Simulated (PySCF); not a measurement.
Gas-phase reaction: 2 SiHF + SiF4 + 4 H ⇌ 3 SiH2F2

Method: PySCF energies (xtb for GFN2) plus ideal-gas RRHO corrections (1 bar). † marks an energy on the PBE0/def2-TZVP geometry and frequencies; other levels use their own. 6-31G* has spherical d functions here. Open shells (unrestricted): H (multiplicity 2); the rest are closed-shell singlets. GFN2 has no spin-polarisation term. B3LYP is the form with VWN-RPA correlation. SiHF: computed as isolated molecules; such fragments, hydroxides, amides, oligomers or adducts are transient or little studied in the gas.

| level | ΔH°(298 K), kJ |
|---|---|
| B3LYP/def2-TZVP† | -1269 |
| BLYP/def2-TZVP† | -1230 |
| GFN2-xTB | (withheld) |
| HF/6-31G* | -1066 |
| HF/def2-TZVP† | (withheld) |
| r2SCAN/def2-TZVP† | -1287 |
| ωB97X-V/def2-TZVP† | (withheld) |

Problem. Complete the blanks.

Solution. 
- GFN2-xTB, ΔH°(298 K), kJ: -1582
- HF/def2-TZVP†, ΔH°(298 K), kJ: -1088
- ωB97X-V/def2-TZVP†, ΔH°(298 K), kJ: -1286
